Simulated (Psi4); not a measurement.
# SiHF2 (SMILES F[SiH]F): UM06-2X/cc-pVTZ (density fitting with cc-pvtz-jkfit, sweep point 4)

What is the vertical ionisation energy of SiHF2 at UM06-2X/cc-pVTZ (density fitting with cc-pvtz-jkfit, sweep point 4)? The job is set up through a Python script.

Program for the calculation: Psi4 1.11.

6 further runs of the same task are left out: 4 that didn't finish, 2 set aside as unsound or not needed.

## (1) Starting point

The species is SiHF2 (4 atoms), meant as a doublet with charge 0. SMILES: `F[SiH]F`. The shape is that of a GFN2-xTB optimisation.

Bond lengths: F1–Si2 1.606 Å, Si2–F3 1.606 Å, Si2–H4 1.439 Å. Angles: F1–Si2–F3 100.4°, F1–Si2–H4 108.7°, F3–Si2–H4 108.6°.

## (2) The energy at UM06-2X/cc-pVTZ (density fitting with cc-pvtz-jkfit, sweep point 4)

Input file job.py:

```python
import psi4

psi4.set_memory(1600000000)
psi4.set_num_threads(1)
psi4.core.set_output_file('f2hsi.out', False)

m = psi4.geometry("""
0 2
F      1.226950     0.652980    -0.410280
Si    -0.028060    -0.342890    -0.301090
F     -1.234200     0.716240    -0.252780
H      0.035310    -1.026330     0.964150
symmetry c1
""")

psi4.set_options({
    'basis': 'cc-pVTZ',
    'reference': 'uks',
    'puream': True,
    'scf_type': 'df',
    'dft_radial_points': 99,
    'dft_spherical_points': 590,
    'df_basis_scf': 'cc-pvtz-jkfit',
    'maxiter': 150,
})

e = psi4.energy("M06-2X")
print(f'M06-2X energy: {e:.10f} Eh')
```

On the command line:

```bash
$ python job.py
```

f2hsi.out:

```text
[...]
  Running in c1 symmetry.
[...]
  Nuclear repulsion =  109.410123050686849
[...]
  Multiplicity = 2
[...]
  Nalpha       = 17
  Nbeta        = 16
[...]
    Number of basis functions: 108
[...]
   @DF-UKS iter   1:  -489.79095726796646   -5.41582e-01   4.28629e-03 DIIS/ADIIS
[...]
   @DF-UKS iter   7:  -489.85479511916293   -1.32268e-07   7.55334e-07 DIIS
[...]
   @S^2 Observed:                7.520307002E-01
[...]
    Orbital Energies [Eh]
    ---------------------
    Alpha Occupied:
       1A    -67.116536     2A    -25.241162     3A    -25.241141
       4A     -5.632585     5A     -3.945907     6A     -3.942488
       7A     -3.940517     8A     -1.352736     9A     -1.331204
      10A     -0.673620    11A     -0.590871    12A     -0.577185
      13A     -0.568108    14A     -0.535705    15A     -0.514487
      16A     -0.490250    17A     -0.300434
    Alpha Virtual:
      18A      0.030457    19A      0.063179    20A      0.133749
      21A      0.193665    22A      0.242983    23A      0.266331
      24A      0.277340    25A      0.289863    26A      0.325480
[...]
  @DF-UKS Final Energy:  -489.85479511916293
   => Energetics <=
    Nuclear Repulsion Energy =            109.4101230506868490
    One-Electron Energy =                -898.4343642877270213
    Two-Electron Energy =                 319.3040764533163838
    DFT Exchange-Correlation Energy =     -20.1346303354391019
    Empirical Dispersion Energy =           0.0000000000000000
    VV10 Nonlocal Energy =                  0.0000000000000000
    Total Energy =                       -489.8547951191629295
[...]
 Multipole Moments:
 ------------------------------------------------------------------------------------
     Multipole            Electronic (a.u.)      Nuclear  (a.u.)        Total (a.u.)
 ------------------------------------------------------------------------------------
 L = 1.  Multiply by 2.5417464519 to convert [e a0] to [Debye]
 Dipole X            :         -0.0450301            0.0270455           -0.0179846
 Dipole Y            :          1.2535984           -2.0482561           -0.7946577
 Dipole Z            :         -1.2082865            1.2451963            0.0369099
 Magnitude           :                                                    0.7957177
[...]
```

The script printed:

```text
M06-2X energy: -489.8547951192 Eh
```

Wall time 41 s (1 thread of Intel Xeon Platinum 8259CL at 2.50GHz (Skylake/Cascade Lake), shared host); peak memory 1 GiB.

## (3) The singlet cation at the same level

Input file f2hsi.py:

```python
import psi4

psi4.set_memory('1600 MB')
psi4.set_num_threads(1)
psi4.core.set_output_file('f2hsi.out', False)

geom = psi4.geometry("""
1 1
F      1.226950     0.652980    -0.410280
Si    -0.028060    -0.342890    -0.301090
F     -1.234200     0.716240    -0.252780
H      0.035310    -1.026330     0.964150
symmetry c1
""")

psi4.set_options({
    'basis': 'cc-pVTZ',
    'puream': True,
    'scf_type': 'df',
    'dft_radial_points': 99,
    'dft_spherical_points': 590,
    'df_basis_scf': 'cc-pvtz-jkfit',
})

e_tot = psi4.energy("M06-2X")
print(f'M06-2X energy: {e_tot:.10f} Eh')
```

On the command line:

```bash
$ python f2hsi.py
```

f2hsi.out:

```text
[...]
  Running in c1 symmetry.
[...]
  Nuclear repulsion =  109.410123050686849
[...]
  Multiplicity = 1
[...]
  Nalpha       = 16
  Nbeta        = 16
[...]
    Number of basis functions: 108
[...]
   @DF-RKS iter   1:  -489.39994314185361   -1.50568e-01   4.33132e-03 DIIS/ADIIS
[...]
   @DF-RKS iter   7:  -489.48847469499611   -5.04665e-08   5.43221e-07 DIIS
[...]
    Orbital Energies [Eh]
    ---------------------
    Doubly Occupied:
       1A    -67.476727     2A    -25.523971     3A    -25.523934
       4A     -5.985708     5A     -4.298565     6A     -4.294532
       7A     -4.292740     8A     -1.620932     9A     -1.598331
      10A     -0.942935    11A     -0.851484    12A     -0.844894
      13A     -0.824474    14A     -0.790943    15A     -0.778303
      16A     -0.764406
[...]
  @DF-RKS Final Energy:  -489.48847469499611
   => Energetics <=
    Nuclear Repulsion Energy =            109.4101230506868490
    One-Electron Energy =                -888.5978890832257093
    Two-Electron Energy =                 309.6570444788549139
    DFT Exchange-Correlation Energy =     -19.9577531413121250
    Empirical Dispersion Energy =           0.0000000000000000
    VV10 Nonlocal Energy =                  0.0000000000000000
    Total Energy =                       -489.4884746949961141
[...]
 Multipole Moments:
 ------------------------------------------------------------------------------------
     Multipole            Electronic (a.u.)      Nuclear  (a.u.)        Total (a.u.)
 ------------------------------------------------------------------------------------
 L = 1.  Multiply by 2.5417464519 to convert [e a0] to [Debye]
 Dipole X            :         -0.0911135            0.0270455           -0.0640680
 Dipole Y            :         -0.0938300           -2.0482561           -2.1420861
 Dipole Z            :         -1.3870691            1.2451963           -0.1418728
 Magnitude           :                                                    2.1477349
[...]
```

The script printed:

```text
M06-2X energy: -489.4884746950 Eh
```

Wall time 27 s (1 thread of Intel Xeon Platinum 8259CL at 2.50GHz (Skylake/Cascade Lake), shared host); peak memory 1 GiB.

## (4) What came out

At UM06-2X/cc-pVTZ (density fitting with cc-pvtz-jkfit, sweep point 4):

```
                                          quantity          value
                       doublet SiHF2: total energy  -489.85480 Eh
                      doublet SiHF2: dipole moment         2.02 D
 doublet SiHF2: HOMO energy (highest over α and β)       -8.18 eV
  doublet SiHF2: LUMO energy (lowest over α and β)       -2.97 eV
                               doublet SiHF2: ⟨S²⟩          0.752
                      singlet cation: total energy  -489.48847 Eh
                       singlet cation: HOMO energy      -20.80 eV
                       singlet cation: LUMO energy      -11.60 eV
                     singlet cation: HOMO–LUMO gap        9.20 eV
vertical ionisation energy (to the singlet cation)       9.968 eV
```

Removing an electron at fixed nuclei costs 9.97 eV (230 kcal/mol). Only the singlet of the ionised species was computed; a triplet could lie lower.
